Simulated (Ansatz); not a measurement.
## Rubidium, bcc: convergence with Methfessel-Paxton smearing

Computed with Ansatz, r²SCAN, scalar-relativistic PAW, on the relaxed cell (a = 5.735 Å; spin not included). Errors count from a run at 500 eV on a Γ-centred 13×13×13 mesh with Fermi-Dirac smearing of 0.1 eV, extrapolated to zero width. Fixed here: cutoff 500 eV, mesh 8×8×8. The SCF starts from atomic densities corrected by a trained network.

```csv
width (eV),E(σ→0) error (meV/atom),F error (meV/atom),P (GPa),SCF iterations
0.01,7.5,7.4,0.02,7
0.03,7.3,7.2,0.02,7
0.1,7.0,6.8,0.02,7
0.2,5.9,4.9,0.02,7
0.3,4.3,3.1,0.02,7
0.6,0.3,0.7,0.01,6
1.0,1.8,4.8,0.02,6
```
